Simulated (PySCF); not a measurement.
Molecule: SMILES OP(C)(C)=O, C₂H₇O₂P.

Geometry:
```
atom   x (Å)   y (Å)   z (Å)
  C1   0.621  -0.153  -1.417
  P2   0.422   0.187   0.344
  C3  -1.056  -0.699   0.884
  O4   1.636  -0.046   1.175
  O5  -0.072   1.747   0.349
  H6  -0.270   0.143  -1.987
  H7   1.491   0.418  -1.774
  H8   0.820  -1.225  -1.562
  H9  -1.231  -0.451   1.941
 H10  -1.935  -0.408   0.292
 H11  -0.889  -1.782   0.800
 H12   0.503   2.244   0.947
```

Geometry PBE0-D3(BJ)/def2-SVP throughout; GIAO in PySCF 2.14, gas phase, one conformer, non-relativistic; equivalent atoms averaged; functional PBE0.

A run gave: C1/C3 20.8, P2 4.5, O4 167.4, O5 91.5, H6/H7/H8/H9/H10/H11 1.51, H12 0.54 ppm (shifts δ (against TMS, H3PO4, H2O at the same level)).

Problem. Which basis set was used in that run?
A. aug-cc-pVDZ
B. cc-pVTZ
C. cc-pVDZ
D. pcSseg-0
E. IGLO-III

Solution. D. H12 tells them apart best: pcSseg-0 gives 0.54, IGLO-III gives 2.14, cc-pVDZ gives 1.29, cc-pVTZ gives 2.07, aug-cc-pVDZ gives 1.74 ppm.
